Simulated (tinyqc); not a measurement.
Worked calculation: G0W0 on RHF in the sto-3g basis, for HF, spin multiplicity 1. One step of it, computed by the program tinyqc.

Problem. G0W0 on Hartree-Fock: LUMO. W(p,q,m) = sqrt2 sum_ia (pq|ia) (X+Y)_ia,m; Sigma_c(x) = sum_(i,m) W^2/(x - e_i + w_m) + sum_(a,m) W^2/(x - e_a - w_m); solve x = e_p + Sigma_c(x) by Newton steps; Z = 1/(1 - dSigma/dx); 1 hartree = 27.211386 eV.

orbital energies (hartree): [-25.897273, -1.482001, -0.594497, -0.465373, -0.465373, 0.663151]

Two-electron integrals over orbitals (pq|rs), unique and non-zero (hartree):
```
(11|11) 5.361864    (21|11) -0.499998   (21|21) 0.073912    (22|11) 1.193109
(22|21) -0.018803   (22|22) 0.857585    (31|11) 0.173295    (31|21) -0.023130
(31|22) 0.015108    (31|31) 0.024759    (32|11) -0.144070   (32|21) 0.009445
(32|22) -0.008615   (32|31) 0.021008    (32|32) 0.158526    (33|11) 1.030494
(33|21) -0.011999   (33|22) 0.764208    (33|31) -0.006491   (33|32) -0.058034
(33|33) 0.790866    (41|41) 0.029624    (42|41) 0.038760    (42|42) 0.178503
(43|41) -0.012425   (43|42) -0.045577   (43|43) 0.051489    (44|11) 1.264001
(44|21) -0.014259   (44|22) 0.875000    (44|31) 0.005019    (44|32) -0.076735
(44|33) 0.771224    (44|44) 0.997514    (51|51) 0.029624    (52|51) 0.038760
(52|52) 0.178503    (53|51) -0.012425   (53|52) -0.045577   (53|53) 0.051489
(54|54) 0.053770    (55|11) 1.264001    (55|21) -0.014259   (55|22) 0.875000
(55|31) 0.005019    (55|32) -0.076735   (55|33) 0.771224    (55|44) 0.889973
(55|55) 0.997514    (61|11) 0.180331    (61|21) -0.029309   (61|22) -0.000725
(61|31) -0.007425   (61|32) -0.025271   (61|33) 0.014323    (61|44) 0.004874
(61|55) 0.004874    (61|61) 0.027382    (62|11) -0.263710   (62|21) 0.005538
(62|22) -0.136546   (62|31) -0.020309   (62|32) -0.038197   (62|33) -0.044304
(62|44) -0.135864   (62|55) -0.135864   (62|61) 0.014707    (62|62) 0.099327
(63|11) -0.340424   (63|21) 0.006067    (63|22) -0.149473   (63|31) 0.002415
(63|32) 0.093255    (63|33) -0.130375   (63|44) -0.184688   (63|55) -0.184688
(63|61) -0.006598   (63|62) 0.059970    (63|63) 0.163509    (64|41) -0.011531
(64|42) -0.045033   (64|43) -0.012339   (64|64) 0.032118    (65|51) -0.011531
(65|52) -0.045033   (65|53) -0.012339   (65|65) 0.032118    (66|11) 0.895467
(66|21) -0.008797   (66|22) 0.691478    (66|31) 0.017230    (66|32) 0.075661
(66|33) 0.669448    (66|44) 0.655552    (66|55) 0.655552    (66|61) -0.010060
(66|62) -0.068791   (66|63) -0.012070   (66|66) 0.718210
```

excitation energies w (hartree): [1.191030, 1.191030, 1.534302, 2.346016, 26.615136]

X + Y, order 1>6, 2>6, 3>6, 4>6, 5>6:
```
[[0.000000, 0.000000, 0.001222, -0.002017, 0.998971],
 [0.000000, 0.000000, -0.149140, 0.948596, 0.000179],
 [0.000000, 0.000000, 0.898135, 0.092350, -0.000047],
 [0.033658, 0.972824, 0.000000, 0.000000, 0.000000],
 [0.972824, -0.033658, 0.000000, 0.000000, 0.000000]]
```

Give: The 12 largest terms at x = e_p; Newton steps; quasiparticle energy of the LUMO; Hartree-Fock value.

Solution.

The 12 largest terms at x = e_p (hartree; W for the signs of X + Y given):
```
q  m       W       term
3  3   0.195      0.014
2  4   0.141   4.43e-03
6  4  -0.094  -3.75e-03
3  4   0.102   2.88e-03
4  2   0.044   8.42e-04
5  1   0.044   8.42e-04
2  3   0.055   8.30e-04
1  5   0.039   2.81e-05
2  5   0.021   1.50e-05
1  4   0.019   1.22e-05
6  5  -0.014  -7.61e-06
1  3  -0.011   4.65e-06
```

Newton steps (hartree):
```
step      x  Sigma_c(x)      Z
0     0.663       0.020  0.991
1     0.683       0.020  0.991
2     0.683       0.020  0.991
```

quasiparticle energy of the LUMO = 18.578 eV

Hartree-Fock value = 18.045 eV
